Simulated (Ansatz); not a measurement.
Total energies of SiMeH3 (CH6Si) from Ansatz at PBE0-D4/def2-TZVP, gas phase (1 Eh = 27.2114 eV = 2625.5 kJ/mol). The reference geometry is relaxed at r2SCAN-D4/def2-TZVP.

| state | geometry | energy (Eh) |
| --- | --- | --- |
| charge 0 singlet | reference | -331.05316 |
| charge 1 doublet | reference | -330.62799 |
| free Si atom (triplet) | – | -289.24943 |
| free C atom (triplet) | – | -37.80537 |
| free H atom (doublet) | – | -0.50104 |

(1) Work out the vertical ionisation energy to the doublet.

(2) What is the binding energy per atom against free atoms?

(1) E(charge 1 doublet) − E(charge 0 singlet) = -330.62799 − (-331.05316) = 0.42517 Eh = 11.57 eV. For comparison, −ε of the highest occupied level is 9.22 eV at this level, 2.35 eV less.

(2) Atoms: 1 × (-289.24943) + 1 × (-37.80537) + 6 × (-0.50104) = -330.06104 Eh. Binding: -330.06104 − (-331.05316) = 0.99212 Eh = 27.00 eV, or 3.37 eV for each of 8 atoms (no zero-point energy, no counterpoise term).
